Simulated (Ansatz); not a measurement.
Process, species as SMILES: Cl (HCl) → Cl atom + H atom
B3LYP-D3(BJ)/def2-TZVP geometries, fixed; electronic energies without zero-point terms.

Basis-set convergence of the bond dissociation energy at HF with Ansatz (a first-principles code). Cartesian d functions, on some or all atoms, in 6-311G**, 6-311+G**; all else is spherical. Open shells are unrestricted. No added dispersion term, no relativity. Functions are those of the species that has most. Reference: the value in aug-cc-pV(5+d)Z, 77.02 kcal/mol, itself unsure by roughly 0.03 kcal/mol (its mean distance from pcseg-4, aug-pcseg-3, aug-cc-pV(Q+d)Z). Deviations are taken from unrounded values.

```json
[
 {"basis": "STO-3G", "functions": "10", "bond dissociation energy (kcal/mol)": "79.35", "minus reference (kcal/mol)": "2.33"},
 {"basis": "3-21G", "functions": "15", "bond dissociation energy (kcal/mol)": "60.62", "minus reference (kcal/mol)": "-16.40"},
 {"basis": "pcseg-0", "functions": "15", "bond dissociation energy (kcal/mol)": "58.71", "minus reference (kcal/mol)": "-18.32"},
 {"basis": "pcseg-1", "functions": "23", "bond dissociation energy (kcal/mol)": "75.18", "minus reference (kcal/mol)": "-1.84"},
 {"basis": "6-311G**", "functions": "33", "bond dissociation energy (kcal/mol)": "76.21", "minus reference (kcal/mol)": "-0.81"},
 {"basis": "6-311+G**", "functions": "37", "bond dissociation energy (kcal/mol)": "76.01", "minus reference (kcal/mol)": "-1.01"},
 {"basis": "def2-TZVP", "functions": "43", "bond dissociation energy (kcal/mol)": "76.16", "minus reference (kcal/mol)": "-0.87"},
 {"basis": "6-311++G(2d,2p)", "functions": "45", "bond dissociation energy (kcal/mol)": "76.97", "minus reference (kcal/mol)": "-0.05"},
 {"basis": "cc-pV(T+d)Z", "functions": "53", "bond dissociation energy (kcal/mol)": "76.80", "minus reference (kcal/mol)": "-0.22"},
 {"basis": "def2-TZVPP", "functions": "56", "bond dissociation energy (kcal/mol)": "76.78", "minus reference (kcal/mol)": "-0.24"},
 {"basis": "6-311++G(3df,3pd)", "functions": "65", "bond dissociation energy (kcal/mol)": "77.53", "minus reference (kcal/mol)": "0.50"},
 {"basis": "aug-pcseg-2", "functions": "73", "bond dissociation energy (kcal/mol)": "76.98", "minus reference (kcal/mol)": "-0.04"},
 {"basis": "aug-cc-pV(T+d)Z", "functions": "78", "bond dissociation energy (kcal/mol)": "76.94", "minus reference (kcal/mol)": "-0.08"},
 {"basis": "cc-pV(Q+d)Z", "functions": "94", "bond dissociation energy (kcal/mol)": "76.94", "minus reference (kcal/mol)": "-0.08"},
 {"basis": "pcseg-3", "functions": "97", "bond dissociation energy (kcal/mol)": "77.11", "minus reference (kcal/mol)": "0.08"},
 {"basis": "def2-QZVPP", "functions": "100", "bond dissociation energy (kcal/mol)": "76.95", "minus reference (kcal/mol)": "-0.07"},
 {"basis": "pcseg-4", "functions": "166", "bond dissociation energy (kcal/mol)": "77.05", "minus reference (kcal/mol)": "0.03"},
 {"basis": "aug-cc-pV(5+d)Z", "functions": "216", "bond dissociation energy (kcal/mol)": "77.02", "minus reference (kcal/mol)": "0.00"}
]
```
